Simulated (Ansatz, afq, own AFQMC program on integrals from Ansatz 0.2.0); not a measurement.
## AFQMC, coupled cluster and functionals along a coordinate of HBr + BH2, doublet

| atom | x (Å) | y (Å) | z (Å) |
| --- | --- | --- | --- |
| Br | -0.4753 | 0.0000 | 0.0000 |
| H | 0.9453 | 0.0000 | 0.0000 |
| B | 2.8067 | 0.0000 | 0.0000 |
| H | 3.3158 | 0.0000 | 1.0770 |
| H | 3.3158 | 0.0000 | -1.0770 |

A hydrogen atom is moved from one rigid fragment to the other; the Br1–H2 distance tells how far. The two fragments are held close together, so this isn't a minimum-energy path and the start is a compressed complex. Energies in kcal/mol count from this geometry (1.421 Å) at the same level; the start stands on UHF, each point on the determinant named.

Basis cc-pVTZ. Only valence electrons are correlated. Ansatz 0.2.0 and our own AFQMC program on the same integrals; the CISD trial comes from CCSD amplitudes, and released means the phaseless constraint is let go. ± is one standard error of the sampling. No spin–orbit coupling.

Cautions, each for one point or more: inner d shell frozen; no relativity below Rb; no spin-orbit coupling; the ph-AFQMC/CISD walk drifts between its halves.

```tsv
r(Br1–H2) / Å	det.	T1	weight	⟨S²⟩	CCSD	wB97M-V	CCSD(T)
1.618	UHF	0.014	0.87	0.79	-2.4	-3.5	-2.7
1.717	UHF	0.014	0.87	0.79	-4.1	-5.7	-4.5
1.816	UHF	0.014	0.87	0.79	-7.5	-9.2	-7.6
2.112	UHF	0.011	0.88	0.76	-15.9	-17.1	-15.1
```

Problem. Estimate the curve of phaseless AFQMC with a CISD trial, counted from the same start.

Solution. 
```
r(Br1–H2) / Å  det.     T1  weight  ⟨S²⟩  ph-AFQMC/CISD  released AFQMC
        1.618   UHF  0.014    0.87  0.79     -2.9 ± 0.2      -2.6 ± 0.3
        1.717   UHF  0.014    0.87  0.79     -4.9 ± 0.2               –
        1.816   UHF  0.014    0.87  0.79     -7.6 ± 0.2      -7.5 ± 0.3
        2.112   UHF  0.011    0.88  0.76    -15.1 ± 0.2     -15.0 ± 0.3
```

Weight is that of the determinant in the CISD state; at the start T1 is 0.010 and the weight 0.88, and ⟨S²⟩ is 0.76. A dash marks a missing value, a released energy that hasn't settled or a functional that sits on another state. Largest departures from phaseless AFQMC with a CISD trial: CCSD(T) 0.4 kcal/mol at 1.717 (on UHF), released AFQMC 0.2 kcal/mol at 1.618 (on UHF) (within the noise), CCSD -0.8 kcal/mol at 2.112 (on UHF), wB97M-V -2.0 kcal/mol at 2.112. The walk's constraint bias lies outside its error bars, so these are departures and not errors. Functionals count only at points shown to share the start's state and spin.

A walk keeps the symmetry of its determinant, which the program's search chose and which needn't be the lowest solution, so a lower state of the same spin and another symmetry isn't excluded. Released energies are given only where the last usable release times agree within the noise; a slower fall can still hide under it.
